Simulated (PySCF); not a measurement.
CH₂O, SMILES C=O, point group C2v.

Level: B3LYP/pcJ-1 in PySCF (density fitting, grid level 2); geometry and Hessian at that level, cubic constants and property derivatives from steps of ±0.6 along each species' dimensionless normal coordinates, second-order vibrational perturbation theory. The parent has the commonest isotopes.

Equilibrium geometry (Å):

```tsv
atom	x	y	z
C1	0.0051	0.0057	-0.0227
O2	1.1875	-0.2023	-0.0462
H3	-0.7378	-0.8158	0.0126
H4	-0.4138	1.0316	-0.0351
```

Task: Give the equilibrium and ground-state rotational constants (MHz) of parent; ²H at 3; ¹⁷O at 2; ¹³C at 1, ²H at 3; ¹³C at 1; ¹³C at 1, ¹⁷O at 2; ¹⁷O at 2, ²H at 3.

Result: 
```tsv
species	Ae	Be	Ce	A0	B0	C0	Δ0 (u Å²)	harmonic ZPE (cm⁻¹)
parent	284910	39031	34328	281620	38896	34042	0.058	5829
²H at 3	199720	35028	29801	197860	34898	29546	0.069	5210
¹⁷O at 2	284910	38003	33530	281610	37873	33255	0.058	5815
¹³C at 1, ²H at 3	199220	34312	29270	197390	34190	29025	0.070	5168
¹³C at 1	284910	38004	33531	281640	37878	33260	0.058	5790
¹³C at 1, ¹⁷O at 2	284910	36965	32720	281630	36844	32459	0.058	5775
¹⁷O at 2, ²H at 3	199660	34089	29118	197800	33964	28872	0.070	5196
```

Δ0 = Ic − Ia − Ib from the ground-state constants.

Task: How is the parent's vibrational correction B0 − Be made up?

Result: 
| axis | harmonic | Coriolis | cubic | total (MHz) |
| --- | --- | --- | --- | --- |
| a | 4100 | -403 | -6990 | -3300 |
| b | 177 | -4.15 | -308 | -135 |
| c | 62.6 | -9.03 | -340 | -286 |

Task: And its quartic centrifugal distortion constants from the harmonic force field?

Result: Asymmetric top, A reduction, Ir representation: ΔJ = 71.4 kHz, ΔJK = 1270 kHz, ΔK = 18900 kHz, δJ = 9.6 kHz, δK = 906 kHz.
